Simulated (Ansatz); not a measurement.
in.yaml

```yaml
crystal:
  periodic: [false, false, false]
  atoms:
    - {symbol: C, position_ang: [0.000000, 0.000000, -1.908300]}
    - {symbol: Ge, position_ang: [0.000000, 0.000000, -0.112300]}
    - {symbol: Cl, position_ang: [0.000000, 0.000000, 2.020600]}
basis:
  gaussian: {orbitals: cc-pVDZ}
total_charge: 1
magnetization: {spin_polarized: true, initial_magnetization: 0}
hamiltonian: {xc: {name: PBE0}}
output: {orbitals: {seedname: orbitals}}
```

```sh
$ ansatz run in.yaml --threads 1 --pin off --events-out ev --progress --plain --max-ram 2393MiB
```

Roughly how long does this take on 1 thread of Arm Neoverse V2, shared host, and how much host memory?

13 s wall and 0.15 GiB.

```
656 factors; integrals over basis functions are off by at most 7.3e-4 eV
mean field evaluation 1: about -70045.9568 eV, gradient 2.4e1 eV
mean field evaluation 2: about -70036.6016 eV, gradient 4.4e1 eV
mean field evaluation 4: about -70049.5113 eV, gradient 1.7e0 eV
mean field evaluation 8: about -70049.5584 eV, gradient 2.6e-1 eV
mean field evaluation 16: about -70049.5588 eV, gradient 7.4e-5 eV
mean field evaluation 32: about -70049.5984 eV, gradient 1.7e-1 eV
mean field evaluation 64: about -70050.3155 eV, gradient 4.1e0 eV
mean field -70050.53203193 eV, -2574.3095702174 hartree, gradient 8.5e-6 eV, S^2 1.004064; 6 other end points of the search recorded, 0 dependent functions left out
reference -70050.53205225 eV, -2574.3095709643 hartree; 27, 27 occupied and 32, 32 virtual orbitals, 656 factors
Total energy: -70050.53205225 eV, -2574.3095709643 hartree
```
